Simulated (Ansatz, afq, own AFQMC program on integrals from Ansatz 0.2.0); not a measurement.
**BGeH3, triplet → BGeH$_{3}$, quintet**

```tsv
atom	x (Å)	y (Å)	z (Å)
Ge	0.0000	0.0153	0.2548
B	0.0000	-0.1694	-1.6836
H	0.0000	1.3104	1.0937
H	0.0000	-1.1983	1.1926
H	0.0000	0.6029	-2.5878
```

Connectivity, by distances: GeH2–BH.

E(quintet, charge +0) − E(triplet, charge +0) at this geometry, on UHF and UHF determinants.

Basis cc-pVDZ. Only valence electrons are correlated. Ansatz 0.2.0 and our own AFQMC program on the same integrals; the CISD trial comes from CCSD amplitudes, and released means the phaseless constraint is let go. ± is one standard error of the sampling. No spin–orbit coupling. The errors of all members are added in quadrature.

No full CI on the walks' own integrals is used here; CCSDT(Q) serves as the reference and is uncertain by about the last step of the cluster series. Each member takes its own surest rung, up to full CI.

Errors are counted within cc-pVDZ, not against nature.

Cautions: inner d shell frozen; no relativity below Rb; no spin-orbit coupling; BGeH₃ (triplet): lower spins were not checked; BGeH₃ (quintet): another spin lies lower, the released energies are still falling, so no released level is given (meV from the phaseless value at times in 1/Eh: -7 ± 3 at 0.24, -8.2 ± 2.3 at 0.51, -11.1 ± 1.9 at 0.99, -18.3 ± 2.0 at 1.62, -20.4 ± 2.1 at 2.40), though the last usable value meets CCSDT(Q) within the noise, its ph-AFQMC/CISD value lies 20 ± 3 meV above CCSDT(Q); the upper state may be diffuse, so the gap hangs on the basis.

Reference (CCSDT(Q)): 534.5 kJ/mol.

| level | vertical spin gap (kJ/mol) | error against CCSDT(Q) (kJ/mol) |
| --- | --- | --- |
| HF | 511.8 | -22.8 |
| MP2 | 541.2 | 6.7 |
| CCSD | 535.1 | 0.6 |
| CCSD(T) | 534.9 | 0.4 |
| CCSDT | 534.5 | 0.0 |
| ph-AFQMC/CISD | 535.4 ± 0.4 | 0.8 ± 0.4 |

Correlation beyond CCSD(T) takes off 0.4 kJ/mol. The perturbative (T) step is worth −0.2 kJ/mol.

A walk keeps the symmetry of its determinant, which the program's search chose and which needn't be the lowest solution, so a lower state of the same spin and another symmetry isn't excluded.
